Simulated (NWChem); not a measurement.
## Polarisability of formaldehyde (CH2O)

```
C
O 1 1.1961
H 1 1.1199 2 122.51
H 1 1.1199 3 114.98 2 180.00
```
Charge 0, spin multiplicity 1.

All runs are NWChem calculations. All single points use one geometry, from PBE0/def2-SVP, a minimum by its harmonic frequencies.

Basis set: def2-SVPD. Static limit.

The correlated methods keep 2 core orbitals frozen. B3LYP has NWChem's definition, with VWN1-RPA local correlation. Coupled-cluster values serve here as a point of comparison, not as the truth.

**Question.** For the isotropic polarisability, PBE0 gives 17.46 bohr³ and HF gives 16.45 bohr³. What do CCSD linear response, B3LYP, PBE give?

**Answer.** CCSD linear response: 17.51 bohr³; B3LYP: 17.72 bohr³; PBE: 18.25 bohr³.
